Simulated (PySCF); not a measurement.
## Name the molecule from its bond curve

A diatomic of charge 0 contains Li. Its doublet curve at PBE0 in a double-zeta basis (no relativity, PySCF), in eV from the separated fragments:

```
R (Å)  E (eV)
2.683  -0.173
2.808  -0.236
2.933  -0.271
3.026  -0.282
3.120  -0.285
3.214  -0.282
3.338  -0.269
3.494  -0.247
3.682  -0.215
3.931  -0.171
```

The fit gives ωe = 198 cm⁻¹ and the rotational constant Bₑ = 0.3213 cm⁻¹.

Question: Which atom is the partner?

Answer: The minimum lies at 3.109 Å, so the reduced mass is 16.8576 u Å² cm⁻¹/(Bₑ·Re²) = 5.428 u. With Li at 7.02 u the partner weighs about 23.9 u: Mg. The molecule is LiMg.

The state was picked by a PBE0 search and need not be the measured ground state.
